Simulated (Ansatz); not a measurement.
Ideal-gas functions of C$_{4}$H$_{3}$Cl (`ClC1=CC=C1`) at 500 K and 1 bar, from an Ansatz frequency run at PBE0-D4/def2-TZVP.

Molar mass 86.52 g/mol, point group Cs (symmetry number 1), electronic degeneracy 1, moments of inertia 34.901, 185.348, 220.249 u Å². Harmonic wavenumbers (cm⁻¹, unscaled): 240, 298, 509, 532, 596, 745, 785, 871, 901, 1027, 1116, 1158, 1227, 1640, 1677, 3238, 3275, 3280.

Use S(trans) = R[1.5 ln M + 2.5 ln T − 1.1517]; rotational temperatures θ = 24.2544 K / I; S(rot) = R[ln(√π/σ · √(T³/θAθBθC)) + 1.5]; for each mode x = 1.438777 ν̃/T, S = R[x/(eˣ − 1) − ln(1 − e⁻ˣ)] and H = RT x/(eˣ − 1); 1 cm⁻¹ = 0.0119627 kJ/mol; R = 8.31446 J/(mol·K).

**Question.** By hand: the entropy, in J/(mol·K).

**Answer.** Translation 175.2. Rotation: θ = 0.6949, 0.1309, 0.1101 K, giving 113.9. Vibration, mode by mode: 11.56, 9.84, 5.85, 5.54, 4.78, 3.40, 3.11, 2.56, 2.39, 1.79, 1.46, 1.33, 1.13, 0.43, 0.39, 0.01, 0.01, 0.01, in all 55.6. Electronic 0.0. Sum 344.7 J/(mol·K).

**Question.** By hand: H − E and G − E in kJ/mol, counted from the electronic energy.

**Answer.** Zero-point energy ½ × 23115 × 0.0119627 = 138.3; thermal vibration 17.3; translation, rotation and pV give 4 RT = 16.6. H − E = 172.2 kJ/mol, and G − E = 172.2 − 500 × 344.7/1000 = -0.1 kJ/mol.

Vibration gives 16 % of the entropy.
